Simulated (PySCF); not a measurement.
# CH8BN: the cost of one run

Programs: PySCF 2.14.0, with density-fitted response routines of our own. Each step states its level of theory. These are calculated values for one molecule in the gas phase, unless marked as measured. Atoms count from 0, in the outputs and in this text.

## (1) The molecule as given

11 atoms, charge 0, multiplicity 1; geometry from: PBE0-D3(BJ)/def2-SVP.

Bonds of the start (Å): B0–N1 1.63, N1–C2 1.47, B0–H3 1.23, B0–H4 1.23, B0–H5 1.23, N1–H6 1.02, N1–H7 1.02, C2–H8 1.10, C2–H9 1.10, C2–H10 1.10.

## (2) Shielding tensors: PBE0/pcSseg-2

What the job is given:

```
{"job": {"kind": "nmr", "xc": "PBE0", "basis": "pcSseg-2", "pop": false}, "charge": 0, "multiplicity": 1}
B      1.161574     0.506568    -0.192528
N      0.005197    -0.624436    -0.010913
C     -1.350514    -0.093681     0.157021
H      2.210480    -0.114747    -0.317656
H      0.852477     1.135462    -1.199162
H      1.123706     1.185377     0.828176
H      0.258527    -1.203697     0.791006
H      0.043299    -1.241206    -0.823896
H     -2.096128    -0.894416     0.273565
H     -1.361361     0.558560     1.039269
H     -1.594394     0.519640    -0.719369
```

Method: GIAO PBE0/pcSseg-2 NMR shielding, non-relativistic, gas phase.

The run is started by

```sh
> OMP_NUM_THREADS=1 python probes_run.py task.json out
```

This one command runs all jobs of the session in turn.

Q: Estimate the wall time and peak memory of this first job on 1 thread of Arm Neoverse V1, shared host.

About 15 s, with a peak of 0.94 GiB.
